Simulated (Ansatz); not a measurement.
Ansatz (a first-principles code) input (PBE/6-31G*):

Ansatz 0.2 input:
```yaml
crystal:
  periodic: [false, false, false]
  atoms:
    - {symbol: N, position_ang: [-0.05626900, 0.65864200, -0.00485000]}
    - {symbol: N, position_ang: [0.02549400, -0.78015400, -0.08501700]}
    - {symbol: H, position_ang: [0.30108200, 1.08680800, 0.86074600]}
    - {symbol: H, position_ang: [-1.03733100, 0.93250700, -0.12356100]}
    - {symbol: H, position_ang: [-0.50516400, -1.17373000, 0.68773700]}
    - {symbol: H, position_ang: [1.00160900, -1.05003500, 0.00449900]}
    - {symbol: H, position_ang: [0.45522500, 1.05503400, -0.80035300]}
basis:
  gaussian:
    orbitals: 6-31G*
hamiltonian:
  xc: {name: PBE}
total_charge: 1
relax: {f_tol: 0.003, max_steps: 120}
```

Output:

```
Functional definition: PBE
integrals: 0.01 GiB planned
494 factors; integrals over basis functions are off by at most 3.5e-4 eV
mean field: 0.07 GiB planned
mean field evaluation 1: about -3034.6471 eV, gradient 8.6e1 eV
mean field evaluation 2: about -3015.3992 eV, gradient 1.2e2 eV
mean field evaluation 4: about -3049.4191 eV, gradient 4.5e0 eV
mean field evaluation 8: about -3049.4539 eV, gradient 1.7e-2 eV
mean field -3049.45385801 eV, -112.0653622878 hartree, gradient 4.7e-5 eV, S^2 0.000000; 0 other end points of the search recorded, 0 dependent functions left out
the calculation of the forces begins
reference -3049.45387629 eV, -112.0653629595 hartree; 9, 9 occupied and 31, 31 virtual orbitals, 494 factors
relax step   1: F+E_penalty+E_count = -3049.45385801 eV  Δ(F+E_penalty+E_count) = +0.000e0 eV  max|allowed force component| = 6.020e-1 eV/Å  Δτ_max = 0.0000 Å  (22 SCF iters, accepted)
these checks for a lower state are left out or cut short: starts, cluster_reference, orbital_swaps, neighbouring_geometries, increment
integrals: 0.01 GiB planned
494 factors; integrals over basis functions are off by at most 3.5e-4 eV
mean field: 0.07 GiB planned
mean field evaluation 16: about -3049.4740 eV, gradient 3.5e-3 eV
mean field -3049.47005795 eV, -112.0659576246 hartree, gradient 1.9e-5 eV, S^2 0.000000; 0 other end points of the search recorded, 0 dependent functions left out
the calculation of the forces begins
reference -3049.47007656 eV, -112.0659583085 hartree; 9, 9 occupied and 31, 31 virtual orbitals, 494 factors
relax step   2: F+E_penalty+E_count = -3049.47005795 eV  Δ(F+E_penalty+E_count) = -1.620e-2 eV  max|allowed force component| = 2.625e-1 eV/Å  Δτ_max = 0.0124 Å  (22 SCF iters, accepted)
these checks for a lower state are left out or cut short: starts, cluster_reference, orbital_swaps, neighbouring_geometries, increment
integrals: 0.01 GiB planned
494 factors; integrals over basis functions are off by at most 3.6e-4 eV
mean field: 0.07 GiB planned
mean field -3049.47294810 eV, -112.0660638358 hartree, gradient 1.8e-5 eV, S^2 0.000000; 0 other end points of the search recorded, 0 dependent functions left out
the calculation of the forces begins
reference -3049.47296690 eV, -112.0660645266 hartree; 9, 9 occupied and 31, 31 virtual orbitals, 494 factors
relax step   3: F+E_penalty+E_count = -3049.47294810 eV  Δ(F+E_penalty+E_count) = -2.890e-3 eV  max|allowed force component| = 5.016e-2 eV/Å  Δτ_max = 0.0090 Å  (22 SCF iters, accepted)
these checks for a lower state are left out or cut short: starts, cluster_reference, orbital_swaps, neighbouring_geometries, increment
integrals: 0.01 GiB planned
494 factors; integrals over basis functions are off by at most 3.6e-4 eV
mean field: 0.07 GiB planned
mean field evaluation 32: about -3049.4732 eV, gradient 1.3e-5 eV
mean field -3049.47315271 eV, -112.0660713550 hartree, gradient 1.3e-5 eV, S^2 0.000000; 0 other end points of the search recorded, 0 dependent functions left out
the calculation of the forces begins
reference -3049.47317152 eV, -112.0660720461 hartree; 9, 9 occupied and 31, 31 virtual orbitals, 494 factors
relax step   4: F+E_penalty+E_count = -3049.47315271 eV  Δ(F+E_penalty+E_count) = -2.046e-4 eV  max|allowed force component| = 1.098e-2 eV/Å  Δτ_max = 0.0041 Å  (20 SCF iters, accepted)
these checks for a lower state are left out or cut short: starts, cluster_reference, orbital_swaps, neighbouring_geometries, increment
integrals: 0.01 GiB planned
494 factors; integrals over basis functions are off by at most 3.6e-4 eV
mean field: 0.07 GiB planned
mean field -3049.47315652 eV, -112.0660714951 hartree, gradient 1.3e-5 eV, S^2 0.000000; 0 other end points of the search recorded, 0 dependent functions left out
the calculation of the forces begins
reference -3049.47317533 eV, -112.0660721860 hartree; 9, 9 occupied and 31, 31 virtual orbitals, 494 factors
relax step   5: F+E_penalty+E_count = -3049.47315652 eV  Δ(F+E_penalty+E_count) = -3.812e-6 eV  max|allowed force component| = 2.637e-3 eV/Å  Δτ_max = 0.0005 Å  (16 SCF iters, accepted)
integrals: 0.01 GiB planned
494 factors; integrals over basis functions are off by at most 3.6e-4 eV
mean field: 0.07 GiB planned
mean field -3049.47315652 eV, -112.0660714951 hartree, gradient 1.3e-5 eV, S^2 0.000000; 1 other end points of the search recorded, 0 dependent functions left out
the calculation of the forces begins
reference -3049.47317533 eV, -112.0660721860 hartree; 9, 9 occupied and 31, 31 virtual orbitals, 494 factors
Total energy: -3049.47317533 eV, -112.0660721860 hartree
Atom 0 at    -0.054915     0.656145    -0.002316 Å, force    -0.001054    -0.001728    -0.002637 eV/Å
Atom 1 at     0.018224    -0.790215    -0.102872 Å, force    -0.000587     0.001731    -0.000981 eV/Å
Atom 2 at     0.305004     1.100174     0.871815 Å, force     0.000391     0.000830     0.001012 eV/Å
Atom 3 at    -1.046265     0.935280    -0.124300 Å, force     0.000998    -0.001220     0.001034 eV/Å
Atom 4 at    -0.504424    -1.177662     0.694770 Å, force    -0.000294     0.000810     0.000233 eV/Å
Atom 5 at     1.006922    -1.053592     0.009458 Å, force     0.000255     0.000855    -0.000016 eV/Å
Atom 6 at     0.460101     1.058941    -0.807354 Å, force     0.000291    -0.001278     0.001355 eV/Å
Dipole moment:     0.095102     0.556065     0.310404 e Å
```

The dipole moment of an ion depends on the origin.

The geometry given is a B3LYP-D3(BJ)/def2-TZVP minimum.
